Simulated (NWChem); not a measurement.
## Correlation energy of CH2 (+1)

```xyz
3

C      0.0000     0.0000     0.0924
H      1.0572     0.0000    -0.2771
H     -1.0572     0.0000    -0.2771
```
Charge +1, spin multiplicity 2.

Program: NWChem. The geometry was optimised at UPBE/def2-SVP, a minimum by its harmonic frequencies.

Basis set: 6-31G*. Each correlation energy counts from its own Hartree-Fock reference.

The correlated methods keep 1 core orbital frozen. The Pople sets run with spherical d functions. This spin state was chosen for the runs; another may lie lower. The structure started from a generated list of species. The unpaired electrons of the parent sit in orbitals of symmetry a1 (C2v labels of the run); other states weren't searched. The stability of the SCF solutions was not checked. Open-shell Hartree-Fock references start from PBE0 orbitals. Coupled-cluster values serve here as a point of comparison, not as the truth.

### Question
Order these methods by the correlation energy they give, lowest first: CCSD(T) on ROHF, UMP2, CCSD on ROHF, CCSD[T] on UHF.

### Answer
CCSD(T) on ROHF (-91.9 mHa), CCSD on ROHF (-90.7 mHa), CCSD[T] on UHF (-89.5 mHa), UMP2 (-69.1 mHa)
